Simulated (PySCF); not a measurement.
Species, as SMILES: [C-]#[NH+] (C-NH).
Geometry (B3LYP-D3(BJ)/def2-TZVP, fixed):
```xyz
3

C      0.0000     0.0000    -0.7364
N      0.0000     0.0000     0.4276
H      0.0000     0.0000     1.4250
```

How fast the isotropic shielding of N2 converges with the basis for several methods (PySCF): deviation from each method's own reference, in ppm. References: HF 92.58 ppm, the value in pcSseg-3; PBE 91.40 ppm, the value in pcSseg-3; PBE0 89.91 ppm, the value in pcSseg-3. All functions are spherical. No added dispersion term, no relativity. GIAO; atoms are numbered in the order shown.

```
basis              functions     HF    PBE   PBE0
-----------------  ---------  -----  -----  -----
3-21G                     20  31.52  41.46  39.52
pcseg-0                   20  19.71  31.70  29.15
def2-SV(P)                30  17.85  23.70  22.35
pcseg-1                   33  14.39  20.55  19.12
6-31G**                   33  26.11  30.67  29.61
6-31+G*                   38  24.24  29.43  28.35
def2-SVPD                 48  20.44  24.20  23.46
aug-cc-pVDZ               55  21.69  25.17  24.57
cc-pVTZ                   74   5.51   8.78   7.98
6-311++G(3df,3pd)         96   5.97   8.76   8.25
def2-QZVPP               144   0.90   3.58   2.97
pcSseg-3                 177   0.00   0.00   0.00
```

Mean absolute deviation over cc-pVTZ, 6-311++G(3df,3pd): HF 5.74, PBE0 8.12, PBE 8.77 ppm.
